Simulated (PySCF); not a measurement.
Worked example: dipole moment from atomic charges

Si(H)3(Me) (CH6Si), SMILES C[SiH3]. Atoms are numbered in the order given.

```xyz
8

Si     0.0000     0.0000    -0.6316
C      0.0000     0.0000     1.2390
H      1.2055     0.6960    -1.1575
H     -1.2055     0.6960    -1.1575
H      0.0000    -1.3920    -1.1575
H      0.8842    -0.5105     1.6267
H     -0.8842    -0.5105     1.6267
H      0.0000     1.0210     1.6267
```
Charge 0, spin multiplicity 1.

Coordinates come from a PBE0-D3(BJ)/def2-TZVP optimisation. The isomer is the one that the SMILES or the coordinates give; other isomers of the formula were not compared.

Charges (e) from HF/def2-TZVPD run with PySCF:

```csv
atom,ESP fit,IAO
Si1,0.596,0.836
C2,-0.542,-0.706
H3,-0.155,-0.183
H4,-0.155,-0.183
H5,-0.154,-0.183
H6,0.136,0.139
H7,0.136,0.139
H8,0.137,0.139
```

The dipole moment of the full density is 0.75 D.

Q: What dipole moment does each set of point charges give, and which comes closer to that of the density?

A: 
μ = Σ q r, and 1 e Å = 4.8032 D.
ESP fit: Σ q r = (0.000, 0.000, 0.154) e Å, |μ| = 0.74 D.
IAO: Σ q r = (0.000, 0.000, -0.089) e Å, |μ| = 0.43 D.
ESP fit comes closer in size. Point charges leave out the atoms' own dipoles (lone pairs, polarised bonds); fits to the potential absorb them, partitions of the density don't.
